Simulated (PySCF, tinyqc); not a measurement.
G0W0 on RHF in the sto-3g basis, for HF, spin multiplicity 1, step by step. The lowest restricted solution is unstable here: a spin-polarised one lies 0.0119 hartree lower (PySCF). Computed by tinyqc, a small Python program that keeps every step (integrals from PySCF). Settings: charge = 0, multiplicity = 1, basis = sto-3g, method = RHF, energy threshold = 1e-10, iteration cap = 79, orthogonalisation = canonical, start = Wolfsberg-Helmholz matrix, DIIS depth = 6. Command: `OMP_NUM_THREADS=1 python tinyqc.py 31262 31263 out.jsonl` (the two numbers bound the seeds that draw the settings). One thread of a shared host (Intel(R) Xeon(R) Processor @ 2.60GHz), about 0.06 s of CPU time with the checks. The early iterations of the SCF are left out here.

## One-electron integrals

Geometry (angstrom):
```
atom,x,y,z
F,0.000000,0.000000,0.000000
H,0.000000,0.000000,1.317000
```

Basis sto-3g: exponents (1/bohr^2) and contraction coefficients of normalised primitives:
```
element,l (shell),exponent,coefficient
F,s (1),166.679130,0.154329
F,s (1),30.360812,0.535328
F,s (1),8.216821,0.444635
F,s (2),6.464803,-0.099967
F,s (2),1.502281,0.399513
F,s (2),0.488588,0.700115
F,p (3),6.464803,0.155916
F,p (3),1.502281,0.607684
F,p (3),0.488588,0.391957
H,s (1),3.425251,0.154329
H,s (1),0.623914,0.535328
H,s (1),0.168855,0.444635
```

Overlap, kinetic and nuclear-attraction integrals over the contracted functions; the nuclear repulsion is the sum of Za Zb / Rab.

nuclear repulsion = 3.61624518 hartree

overlap S:
```
,1F 1s,1F 2s,1F 2px,1F 2py,1F 2pz,2H 1s
1F 1s,1.000000,0.237990,0.000000,0.000000,0.000000,0.019203
1F 2s,0.237990,1.000000,0.000000,0.000000,0.000000,0.230036
1F 2px,0.000000,0.000000,1.000000,0.000000,0.000000,0.000000
1F 2py,0.000000,0.000000,0.000000,1.000000,0.000000,0.000000
1F 2pz,0.000000,0.000000,0.000000,0.000000,1.000000,0.206216
2H 1s,0.019203,0.230036,0.000000,0.000000,0.206216,1.000000
```

kinetic energy T (hartree):
```
,1F 1s,1F 2s,1F 2px,1F 2py,1F 2pz,2H 1s
1F 1s,36.984577,-0.212858,0.000000,0.000000,0.000000,-0.006294
1F 2s,-0.212858,1.037995,0.000000,0.000000,0.000000,0.002423
1F 2px,0.000000,0.000000,3.248015,0.000000,0.000000,0.000000
1F 2py,0.000000,0.000000,0.000000,3.248015,0.000000,0.000000
1F 2pz,0.000000,0.000000,0.000000,0.000000,3.248015,0.059539
2H 1s,-0.006294,0.002423,0.000000,0.000000,0.059539,0.760032
```

nuclear attraction V (hartree):
```
,1F 1s,1F 2s,1F 2px,1F 2py,1F 2pz,2H 1s
1F 1s,-77.411385,-9.272434,0.000000,0.000000,-0.007300,-0.765866
1F 2s,-9.272434,-11.942902,0.000000,0.000000,-0.091114,-1.917956
1F 2px,0.000000,0.000000,-11.835610,0.000000,0.000000,0.000000
1F 2py,0.000000,0.000000,0.000000,-11.835610,0.000000,0.000000
1F 2pz,-0.007300,-0.091114,0.000000,0.000000,-11.880110,-1.460878
2H 1s,-0.765866,-1.917956,0.000000,0.000000,-1.460878,-4.811388
```

core Hamiltonian H = T + V (hartree):
```
,1F 1s,1F 2s,1F 2px,1F 2py,1F 2pz,2H 1s
1F 1s,-40.426808,-9.485292,0.000000,0.000000,-0.007300,-0.772160
1F 2s,-9.485292,-10.904907,0.000000,0.000000,-0.091114,-1.915533
1F 2px,0.000000,0.000000,-8.587595,0.000000,0.000000,0.000000
1F 2py,0.000000,0.000000,0.000000,-8.587595,0.000000,0.000000
1F 2pz,-0.007300,-0.091114,0.000000,0.000000,-8.632096,-1.401339
2H 1s,-0.772160,-1.915533,0.000000,0.000000,-1.401339,-4.051356
```

## Two-electron integrals

Functions are numbered as in S; the eight-fold symmetry (ij|kl) = (ji|kl) = (kl|ij) leaves the list below.

Two-electron integrals (ij|kl) in chemists' order, unique and non-zero (hartree):
```
i,j,k,l,(ij|kl)
1,1,1,1,5.403501
2,1,1,1,0.841920
2,1,2,1,0.156299
2,2,1,1,1.268028
2,2,2,1,0.292344
2,2,2,2,0.926167
3,1,3,1,0.027998
3,2,3,1,0.043169
3,2,3,2,0.204588
3,3,1,1,1.264502
3,3,2,1,0.292403
3,3,2,2,0.925959
3,3,3,3,0.997514
4,1,4,1,0.027998
4,2,4,1,0.043169
4,2,4,2,0.204588
4,3,4,3,0.053770
4,4,1,1,1.264502
4,4,2,1,0.292403
4,4,2,2,0.925959
4,4,3,3,0.889973
4,4,4,4,0.997514
5,1,5,1,0.027998
5,2,5,1,0.043169
5,2,5,2,0.204588
5,3,5,3,0.053770
5,4,5,4,0.053770
5,5,1,1,1.264502
5,5,2,1,0.292403
5,5,2,2,0.925959
5,5,3,3,0.889973
5,5,4,4,0.889973
5,5,5,5,0.997514
6,1,1,1,0.068716
6,1,2,1,0.012660
6,1,2,2,0.023569
6,1,3,3,0.023535
6,1,4,4,0.023535
6,1,5,1,0.000489
6,1,5,2,0.000928
6,1,5,5,0.023640
6,1,6,1,0.001035
6,2,1,1,0.195787
6,2,2,1,0.045839
6,2,2,2,0.164790
6,2,3,3,0.162315
6,2,4,4,0.162315
6,2,5,1,0.003074
6,2,5,2,0.025359
6,2,5,5,0.169572
6,2,6,1,0.003770
6,2,6,2,0.037939
6,3,3,1,0.004530
6,3,3,2,0.027882
6,3,5,3,0.005161
6,3,6,3,0.005334
6,4,4,1,0.004530
6,4,4,2,0.027882
6,4,5,4,0.005161
6,4,6,4,0.005334
6,5,1,1,0.142420
6,5,2,1,0.033745
6,5,2,2,0.130023
6,5,3,3,0.124728
6,5,4,4,0.124728
6,5,5,1,0.006477
6,5,5,2,0.046476
6,5,5,5,0.140463
6,5,6,1,0.002873
6,5,6,2,0.036896
6,5,6,5,0.041038
6,6,1,1,0.398204
6,6,2,1,0.094705
6,6,2,2,0.393713
6,6,3,3,0.382424
6,6,4,4,0.382424
6,6,5,1,0.006859
6,6,5,2,0.081310
6,6,5,5,0.416004
6,6,6,1,0.007809
6,6,6,2,0.123778
6,6,6,5,0.141109
6,6,6,6,0.774606
```

## Orthogonalisation

S = U s U^T; canonical form X = U s^(-1/2), so that X^T S X = 1. Each column of U has its largest component positive (the first on a tie).

eigenvalues of S: 0.642641  0.856665  1.000000  1.000000  1.125243  1.375450

X:
```
,1,2,3,4,5,6
1F 1s,-0.486860,0.648248,0.000000,0.000000,-0.523185,0.361429
1F 2s,0.789358,-0.354111,0.000000,0.000000,-0.305578,0.530494
1F 2px,0.000000,0.000000,-0.275991,0.961160,0.000000,0.000000
1F 2py,0.000000,0.000000,0.961160,0.275991,0.000000,0.000000
1F 2pz,0.416962,0.647442,0.000000,0.000000,0.617288,0.270184
2H 1s,-0.722567,-0.450017,0.000000,0.000000,0.374903,0.491915
```

Within a degenerate level the vectors are fixed only up to a rotation; this is one choice.

## Iteration 6 (converged): orbitals

converged F (hartree):
```
,1F 1s,1F 2s,1F 2px,1F 2py,1F 2pz,2H 1s
1F 1s,-25.920996,-6.625986,0.000000,0.000000,-0.013608,-0.546330
1F 2s,-6.625986,-3.014453,0.000000,0.000000,-0.015077,-0.557068
1F 2px,0.000000,0.000000,-0.464284,0.000000,0.000000,0.000000
1F 2py,0.000000,0.000000,0.000000,-0.464284,0.000000,0.000000
1F 2pz,-0.013608,-0.015077,0.000000,0.000000,-0.197464,-0.396319
2H 1s,-0.546330,-0.557068,0.000000,0.000000,-0.396319,-0.250162
```

Diagonalise F' = X^T F X, C = X C', fill 5 alpha and 5 beta electrons from the bottom; D = 2 C_occ C_occ^T. Each column has its largest component positive (the first on a tie).

F' = X^T F X (hartree):
```
,1,2,3,4,5,6
1,-2.609018,4.802378,0.000000,0.000000,-4.386070,3.446545
2,4.802378,-7.994443,0.000000,0.000000,8.268564,-6.859316
3,0.000000,0.000000,-0.464284,0.000000,0.000000,0.000000
4,0.000000,0.000000,0.000000,-0.464284,0.000000,0.000000
5,-4.386070,8.268564,0.000000,0.000000,-9.432695,7.756157
6,3.446545,-6.859316,0.000000,0.000000,7.756157,-7.447578
```

orbital energies (hartree): MO1 -25.930195, MO2 -1.408889, MO3 -0.464284, MO4 -0.464284, MO5 -0.461401, MO6 0.316750

coefficients C:
```
,MO1,MO2,MO3,MO4,MO5,MO6
1F 1s,0.995016,-0.259618,0.000000,0.000000,0.044314,0.046799
1F 2s,0.020368,1.004387,0.000000,0.000000,-0.224881,-0.251999
1F 2px,0.000000,0.000000,-0.412019,0.911175,0.000000,0.000000
1F 2py,0.000000,0.000000,0.911175,0.412019,0.000000,0.000000
1F 2pz,0.001041,0.017196,0.000000,0.000000,0.685431,-0.759585
2H 1s,-0.002615,0.087165,0.000000,0.000000,0.609945,0.852944
```

D after iteration 6:
```
,1F 1s,1F 2s,1F 2px,1F 2py,1F 2pz,2H 1s
1F 1s,2.118843,-0.500911,0.000000,0.000000,0.053891,0.003595
1F 2s,-0.500911,2.119558,0.000000,0.000000,-0.273696,-0.099341
1F 2px,0.000000,0.000000,2.000000,0.000000,0.000000,0.000000
1F 2py,0.000000,0.000000,0.000000,2.000000,0.000000,0.000000
1F 2pz,0.053891,-0.273696,0.000000,0.000000,0.940224,0.839142
2H 1s,0.003595,-0.099341,0.000000,0.000000,0.839142,0.759275
```

Within a degenerate level the vectors are fixed only up to a rotation; this is one choice.

## Convergence

Stop when the energy changes by less than 1e-10 hartree and every element of the error matrix X^T (F D S - S D F) X is below 3e-06.

Course of the cycle:
```
iteration,E (hartree),change,largest element of the error matrix
1,-98.12563865,-,3.61e-01
2,-98.48090405,-3.55e-01,5.53e-02
3,-98.48242038,-1.52e-03,1.20e-02
4,-98.48249058,-7.02e-05,3.95e-04
5,-98.48249080,-2.20e-07,5.16e-06
6,-98.48249080,-2.84e-11,1.01e-07
```

PySCF RHF in the same basis = -98.48249080 hartree

Converged in 6 iterations.

## Integrals over molecular orbitals

(pq|rs) = sum C_ip C_jq C_kr C_ls (ij|kl), one index at a time.

one-electron integrals over orbitals h = C^T H C (hartree):
```
,1,2,3,4,5,6
1,-40.409635,0.725447,0.000000,0.000000,-0.116485,-0.128188
2,0.725447,-9.119978,0.000000,0.000000,0.458909,0.705990
3,0.000000,0.000000,-8.587595,0.000000,0.000000,0.000000
4,0.000000,0.000000,0.000000,-8.587595,0.000000,0.000000
5,-0.116485,0.458909,0.000000,0.000000,-6.664880,2.331241
6,-0.128188,0.705990,0.000000,0.000000,2.331241,-5.941934
```

Two-electron integrals over orbitals (pq|rs), unique and non-zero (hartree):
```
p,q,r,s,(pq|rs)
1,1,1,1,5.364706
2,1,1,1,-0.524159
2,1,2,1,0.080712
2,2,1,1,1.238518
2,2,2,1,-0.023086
2,2,2,2,0.876767
3,1,3,1,0.029527
3,2,3,1,0.040239
3,2,3,2,0.190509
3,3,1,1,1.264028
3,3,2,1,-0.015179
3,3,2,2,0.897736
3,3,3,3,0.997514
4,1,4,1,0.029527
4,2,4,1,0.040239
4,2,4,2,0.190509
4,3,4,3,0.053770
4,4,1,1,1.264028
4,4,2,1,-0.015179
4,4,2,2,0.897736
4,4,3,3,0.889973
4,4,4,4,0.997514
5,1,1,1,0.088691
5,1,2,1,-0.013304
5,1,2,2,0.005511
5,1,3,3,0.002624
5,1,4,4,0.002624
5,1,5,1,0.016662
5,2,1,1,-0.110191
5,2,2,1,0.004423
5,2,2,2,-0.045646
5,2,3,3,-0.061404
5,2,4,4,-0.061404
5,2,5,1,0.020476
5,2,5,2,0.129696
5,3,3,1,-0.006188
5,3,3,2,-0.024976
5,3,5,3,0.033699
5,4,4,1,-0.006188
5,4,4,2,-0.024976
5,4,5,4,0.033699
5,5,1,1,0.869008
5,5,2,1,-0.008267
5,5,2,2,0.678885
5,5,3,3,0.664915
5,5,4,4,0.664915
5,5,5,1,-0.001677
5,5,5,2,-0.010520
5,5,5,5,0.661789
6,1,1,1,0.094576
6,1,2,1,-0.015060
6,1,2,2,0.002792
6,1,3,3,0.002790
6,1,4,4,0.002790
6,1,5,1,-0.012807
6,1,5,2,-0.022813
6,1,5,5,0.004741
6,1,6,1,0.018975
6,2,1,1,-0.137604
6,2,2,1,0.003742
6,2,2,2,-0.076432
6,2,3,3,-0.076103
6,2,4,4,-0.076103
6,2,5,1,-0.019910
6,2,5,2,-0.080847
6,2,5,5,-0.020674
6,2,6,1,0.019272
6,2,6,2,0.091296
6,3,3,1,-0.006222
6,3,3,2,-0.025552
6,3,5,3,-0.023211
6,3,6,3,0.028628
6,4,4,1,-0.006222
6,4,4,2,-0.025552
6,4,5,4,-0.023211
6,4,6,4,0.028628
6,5,1,1,-0.431967
6,5,2,1,0.007186
6,5,2,2,-0.249137
6,5,3,3,-0.255037
6,5,4,4,-0.255037
6,5,5,1,0.001318
6,5,5,2,0.074755
6,5,5,5,-0.088961
6,5,6,1,-0.004389
6,5,6,2,0.032315
6,5,6,5,0.241471
6,6,1,1,0.828291
6,6,2,1,-0.008826
6,6,2,2,0.631155
6,6,3,3,0.616864
6,6,4,4,0.616864
6,6,5,1,0.009172
6,6,5,2,0.041280
6,6,5,5,0.640666
6,6,6,1,-0.006662
6,6,6,2,-0.050182
6,6,6,5,-0.028086
6,6,6,6,0.664628
```

## Screening: direct RPA

With D = e_a - e_i and K = (ia|jb): diagonalise D^(1/2) (D + 4K) D^(1/2) = Z w^2 Z^T; X + Y = D^(1/2) Z w^(-1/2), each column of Z with its largest component positive (the first on a tie); E_c = (sum w - tr (D + 2K)) / 2.

D^(1/2) (D + 4K) D^(1/2) (hartree^2):
```
,1>6,2>6,3>6,4>6,5>6
1>6,690.894207,0.518791,0.000000,0.000000,-0.079340
2>6,0.518791,3.608008,0.000000,0.000000,0.149785
3>6,0.000000,0.000000,0.699450,0.000000,0.000000
4>6,0.000000,0.000000,0.000000,0.699450,0.000000
5>6,-0.079340,0.149785,0.000000,0.000000,1.357120
```

excitation energies w (hartree): 0.836331  0.836331  1.160680  1.901986  26.284874

X + Y:
```
,1,2,3,4,5
1>6,0.000000,0.000000,0.000783,-0.002770,0.999278
2>6,0.000000,0.000000,-0.080652,0.950428,0.000193
3>6,0.068520,0.963943,0.000000,0.000000,0.000000
4>6,0.963943,-0.068520,0.000000,0.000000,0.000000
5>6,0.000000,0.000000,0.817003,0.042308,-0.000020
```

RPA correlation energy = -0.05529638 hartree

Within a degenerate level the vectors are fixed only up to a rotation; this is one choice.

## G0W0 on Hartree-Fock: HOMO

W(p,q,m) = sqrt2 sum_ia (pq|ia) (X+Y)_ia,m; Sigma_c(x) = sum_(i,m) W^2/(x - e_i + w_m) + sum_(a,m) W^2/(x - e_a - w_m); solve x = e_p + Sigma_c(x) by Newton steps; Z = 1/(1 - dSigma/dx); 1 hartree = 27.211386 eV.

The 12 largest terms at x = e_p (hartree; W for the signs of X + Y given):
```
q,m,W,term
6,3,0.275308,-0.039093
5,3,-0.100424,0.008689
2,3,0.095570,0.004332
2,4,-0.104104,0.003803
6,4,0.057900,-0.001251
4,1,-0.031642,0.001193
3,2,-0.031642,0.001193
5,4,-0.033129,0.000577
2,5,-0.032263,0.000038
1,4,-0.026633,0.000026
1,5,-0.018104,0.000006
3,1,-0.002249,0.000006
```

Newton steps (hartree):
```
step,x,Sigma_c(x),Z
0,-0.461401,-0.020473,0.966492
1,-0.481187,-0.019786,0.966442
2,-0.481187,-0.019786,0.966442
```

quasiparticle energy of the HOMO = -13.093760 eV

Hartree-Fock value = -12.555349 eV

## G0W0 on Hartree-Fock: LUMO

As before.

The 12 largest terms at x = e_p (hartree; W for the signs of X + Y given):
```
q,m,W,term
5,3,0.275308,0.039093
2,4,0.124570,0.004278
6,4,-0.069104,-0.002511
5,4,0.057900,0.001251
3,2,0.039026,0.000942
4,1,0.039026,0.000942
6,3,-0.026734,-0.000616
2,3,0.026945,0.000252
2,5,0.027259,0.000027
1,4,0.025566,0.000023
1,5,0.026820,0.000014
3,1,0.002774,4.76e-06
```

Newton steps (hartree):
```
step,x,Sigma_c(x),Z
0,0.316750,0.043703,0.975686
1,0.359390,0.042659,0.976505
2,0.359408,0.042658,0.976506
```

quasiparticle energy of the LUMO = 9.779992 eV

Hartree-Fock value = 8.619199 eV
